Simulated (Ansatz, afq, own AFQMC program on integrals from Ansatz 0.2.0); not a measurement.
Integrals from Ansatz 0.2.0, then the random walk in our own AFQMC program (afq).

```yaml
crystal:
  periodic: [false, false, false]
  atoms:
    - {symbol: C, position_ang: [-0.764270, 1.511890, -0.023564]}
    - {symbol: C, position_ang: [-0.219055, 0.248225, 0.641897]}
    - {symbol: B, position_ang: [0.790669, -0.568089, -0.256739]}
    - {symbol: N, position_ang: [0.688645, -1.946255, -0.436065]}
    - {symbol: H, position_ang: [-1.363141, 1.273460, -0.917518]}
    - {symbol: H, position_ang: [-1.409694, 2.094049, 0.653515]}
    - {symbol: H, position_ang: [0.052120, 2.174531, -0.352419]}
    - {symbol: H, position_ang: [-1.050140, -0.388505, 0.996079]}
    - {symbol: H, position_ang: [0.339934, 0.538475, 1.553059]}
    - {symbol: H, position_ang: [1.711586, -0.003774, -0.816298]}
    - {symbol: H, position_ang: [1.342723, -2.481447, -0.991299]}
    - {symbol: H, position_ang: [-0.042477, -2.507661, -0.016745]}
basis:
  gaussian: {orbitals: def2-TZVP}
magnetization: {spin_polarized: false}
correlation: {method: ccsd_t, electrons: outside_noble_gas, hamiltonian_folder: ham}
```

```sh
$ ansatz run in.yaml --threads 1 --pin off --events-out ev --progress --plain --max-ram 16896MiB --backend cuda --devices 0, --max-vram 18GiB
```

Options of the walk:

```
--method phaseless --trial cisd --walkers 600 --populations 10 --least-time 60 --time-step 0.005 --steps-per-block 50 --equilibration-blocks 28 --max-blocks 4000 --target-error 0.0003 --factor-cut 1e-05 --seed 8167 --release-times 0.2,0.4,0.6 --release-step 0.02 --release-every 5 --taylor-order 6
```

Times are imaginary, in 1/Eh. The walk had a cap of 354 s. With eight or more populations the least sampling time is a fifth of least-time, and the error comes from their spread.

Log:

```
orbitals 168  electrons 12 12  factors 1189 of 1189
reference energy -159.63471558 Eh
CCSD correlation -0.69991106 Eh in 11 cycles, weight of the determinant in the CISD state 0.7985
energy of the start -160.334622 Eh
 block  time / (1/Eh)  mean weight  energy / Eh
     1     0.250  0.9984  -160.312017
     2     0.500  0.9986  -160.327793
     3     0.750  0.9995  -160.340734
     4     1.000  1.0001  -160.347424
     5     1.250  0.9993  -160.356045
    10     2.500  1.0005  -160.357803
    31     7.750  0.9982  -160.354504
    37     9.250  1.0002  -160.360050
    67    16.750  0.9996  -160.369935
    97    24.250  0.9980  -160.365196
   127    31.750  0.9998  -160.366807
   157    39.250  0.9995  -160.366585
   187    46.750  0.9997  -160.358287
   217    54.250  1.0005  -160.368737
   247    61.750  1.0001  -160.363295
   253    63.250  0.9990  -160.360285
error from the spread of 10 populations
released: time / (1/Eh)  energy / Eh  error  mean overlap
  0.20  -160.363071  0.000429  1.0021
  0.40  -160.362798  0.000441  0.9990
  0.60  -160.363195  0.000515  0.9916
energy -160.362708 +/- 0.000225 Eh
(rows thinned)
```

The run passed its tests (sampling time, drift between the halves within three errors, error under three times the target), which doesn't prove that it has relaxed.

Against this walk (error 6.1 meV) on the same determinant: CCSD(T) 61.3 meV higher. The error is statistical and leaves out the bias of the constraint. None of these is a sure reference here. The released energies get too noisy after the second time (errors over twice the walk's own, or jumping) (meV from the phaseless value at times in 1/Eh: -10 ± 12 at 0.20, -2 ± 12 at 0.40, -13 ± 14 at 0.60), so they give no level.

Cautions: constraint bias not in the error.

The walk took 3.1 min on 1 × NVIDIA H100 80GB HBM3 with 2 threads of AMD EPYC 7R13 Processor (Zen 3), with other jobs on the host (the card was shared). The log's last line is the phaseless energy.
